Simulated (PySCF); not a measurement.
Stretching NaCl

Set-up: PySCF, no relativity, basis sets Na def2-TZVPP, Cl def2-TZVPP. Energies in eV from Na + Cl in their ground configurations at the same level. State: ¹Σ⁺ (singlet), closed shell.

Curves on a restricted Hartree–Fock reference rise too fast on stretching and do not dissociate correctly.

```json
{"R (Å)": "2.128", "RHF-CCSD(T)": "-3.745"}
{"R (Å)": "2.223", "RHF-CCSD(T)": "-3.921"}
{"R (Å)": "2.294", "RHF-CCSD(T)": "-3.982"}
{"R (Å)": "2.365", "RHF-CCSD(T)": "-3.998"}
{"R (Å)": "2.436", "RHF-CCSD(T)": "-3.980"}
{"R (Å)": "2.531", "RHF-CCSD(T)": "-3.919"}
{"R (Å)": "2.649", "RHF-CCSD(T)": "-3.800"}
{"R (Å)": "2.791", "RHF-CCSD(T)": "-3.621"}
```

Put a parabola through the three lowest points of the RHF-CCSD(T) curve and estimate Re, k and ωe (reduced mass 13.87 u; 1 eV/Å² = 0.16022 mdyn/Å; ωe = 1302.8·√(k/μ) cm⁻¹).

Through R = 2.294, 2.365, 2.436 Å the second-order coefficient is 3.37 eV/Å², so Re ≈ 2.363 Å, k ≈ 1.08 mdyn/Å and ωe ≈ 364 cm⁻¹. A polynomial fit of higher order to the unrounded RHF-CCSD(T) energies gives Re = 2.360 Å, k = 1.09 mdyn/Å, ωe = 365 cm⁻¹; anharmonicity and rounding make the difference.

The higher-order fit for each curve: RHF-CCSD(T): Re = 2.360 Å, ωe = 365 cm⁻¹, De = 4.00 eV.

Correlated steps freeze 6 core orbitals. Where the molecule has an RHF reference, its open-shell atoms are computed with UHF.
